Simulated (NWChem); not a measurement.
Species: CS; SMILES [C-]#[S+]

Computed with NWChem. Pople sets run with spherical d functions. Each level has its own optimisation. Computed dipoles belong to the equilibrium geometry; the measured one is vibrationally averaged.

Measured dipole moment: 1.98 D (NIST CCCBDB, as tabulated in the package chemicals).

Question: Which of these levels lies farthest from the measured value, and how do the others fare: Hartree-Fock/6-31G*; B3LYP/6-31G*; Hartree-Fock/3-21G; PBE0-D3(BJ)/def2-TZVP?

Answer: Hartree-Fock/3-21G.
```json
[
 {"level": "Hartree-Fock/3-21G", "dipole moment (D)": "0.85", "computed − measured": "-1.13"},
 {"level": "B3LYP/6-31G*", "dipole moment (D)": "1.52", "computed − measured": "-0.46"},
 {"level": "Hartree-Fock/6-31G*", "dipole moment (D)": "1.35", "computed − measured": "-0.63"},
 {"level": "PBE0-D3(BJ)/def2-TZVP", "dipole moment (D)": "1.93", "computed − measured": "-0.05"}
]
```
